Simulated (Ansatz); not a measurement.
Relaxation of C₂H₃ClF (7 atoms, charge 1, multiplicity 1), to a largest force component of 0.02 eV/Å in at most 50 steps.

Level of theory: RKS BLYP/def2-SVP (Ansatz 0.2.0).

```xyz
7
Properties=species:S:1:pos:R:3
F 1.021 1.346 0.164
C -0.103 0.621 0.041
C 0.180 -0.800 -0.050
Cl -0.920 -1.968 -0.205
H -0.658 1.003 -0.843
H -0.763 0.871 0.900
H 1.243 -1.074 -0.006
```

Task: Where does it end, and by what steps?

Result: It converged. Limits of this set-up: the dipole of an ion depends on the origin. After 6 steps the energy has fallen by 0.088 eV; H7 moved furthest, 0.06 Å.

| step | energy less start (eV) | largest force component (eV/Å) | accepted |
| --- | --- | --- | --- |
| 0 | 0.0000 | 0.936 | yes |
| 1 | -0.0706 | 0.500 | yes |
| 2 | -0.0764 | 0.558 | yes |
| 3 | -0.0882 | 0.060 | yes |
| 4 | -0.0883 | 0.058 | yes |
| 5 | -0.0873 | 0.167 | no |
| 6 | -0.0884 | 0.015 | yes |

```xyz
7
Properties=species:S:1:pos:R:3
F 1.045 1.397 0.169
C -0.082 0.659 0.045
C 0.206 -0.783 -0.047
Cl -0.951 -1.945 -0.205
H -0.687 0.968 -0.857
H -0.793 0.835 0.904
H 1.261 -1.131 -0.009
```

Run time: 16 s on 1 thread of Arm Neoverse V2, with other jobs on the host, peak memory 0.13 GiB.
